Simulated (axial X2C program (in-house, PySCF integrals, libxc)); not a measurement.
**Levels of AlCl⁻ by electron attachment to AlCl (EOM-EA-CCSD)**

Computed with an in-house all-electron X2C program for linear molecules (integrals from PySCF): two-component X2C with atomic mean-field Coulomb and Gaunt terms, Gaussian nuclei, basis Cl dyall-av3z, Al dyall-av3z with contracted cores.

R = 2.158 Å (near the PBE0 minimum at charge 0 of the determinant lowest at the starting distance; the state shown can have its own minimum elsewhere).

Hartree–Fock spinors of AlCl (one of each Kramers pair; a window near the gap, which can cut inner shells):

| ω | occupied | ε (eV) | character |
| --- | --- | --- | --- |
| 1/2 | yes | -29.12 | 76% Cl s, 8% Al p, 7% Al d |
| 1/2 | yes | -14.75 | 73% Cl p, 17% Al s, 3% Cl s |
| 1/2 | yes | -12.48 | 86% Cl p, 5% Al d, 5% Al f |
| 3/2 | yes | -12.39 | 85% Cl p, 6% Al d, 5% Al f |
| 1/2 | yes | -9.05 | 53% Al s, 24% Al p, 15% Cl p |
| 1/2 | no | 0.40 | 89% Al p, 5% Cl p, 4% Al d |
| 3/2 | no | 0.40 | 89% Al p, 5% Cl p, 4% Al d |
| 1/2 | no | 0.67 | 87% Al p, 11% Al s |
| 1/2 | no | 0.95 | 81% Al s, 10% Al p, 3% Cl p |
| 1/2 | no | 1.26 | 86% Al p, 6% Al d, 5% Cl d |
| 3/2 | no | 1.26 | 86% Al p, 6% Al d, 5% Cl d |

Levels of AlCl⁻ obtained by attaching an electron to AlCl:

| Ω | binding energy (eV) | above lowest (cm⁻¹) | attached spinor | one-particle weight |
| --- | --- | --- | --- | --- |
| 1/2 | 0.006 | 0 | 82% Al pπ, 7% Cl pπ | 0.96 |
| 3/2 | -0.002 | 62 | 82% Al pπ, 6% Cl pπ | 0.96 |
| 1/2 | -0.562 | 4578 | 86% Al pσ, 10% Al sσ | 0.99 |
| 1/2 | -0.772 | 6272 | 81% Al sσ, 9% Al pσ | 0.99 |
| 1/2 | -0.934 | 7581 | 94% Al pπ | 0.98 |
| 3/2 | -0.937 | 7601 | 94% Al pπ | 0.98 |
| 1/2 | -2.090 | 16905 | 45% Al pσ, 38% Al dσ, 9% Cl sσ | 0.96 |

(1) Take the first Ω = 1/2 and Ω = 3/2 rows of π character: how far apart are they, and which lies lower?

Negative binding energies belong to unbound states, resonances or levels that the basis set holds; within some tenths of an eV of zero the sign is not settled.

This point took 14 s on 1 thread of Intel(R) Xeon(R) Processor @ 2.30GHz, on a shared host.

Reference electrons by ω block (each with its −ω partner): 1/2: 12, 3/2: 3. 10 electrons of AlCl correlated (inner shells frozen), 92 natural virtual spinors (a truncated set); levels can be off by some tenths of an eV. Roots sought by Ω: (1/2: 5, 3/2: 4, 5/2: 2, 7/2: 1); the list ends where they run out and leaves out roots under 60 % one-particle weight. The solver can skip a root, and states that need a further excitation, which the method places far too high, are missing though they may lie low or lowest. T1 of the reference 0.011 (Lee–Taylor). Number of frozen shells: Cl 2 s, 1 p; Al 2 s, 1 p.

Results:

(1) E(3/2) − E(1/2) = 62 − 0 = 62 cm⁻¹ at EOM-EA-CCSD: regular, Ω = 1/2 lower. Splittings at this level can be off by ten to twenty per cent.
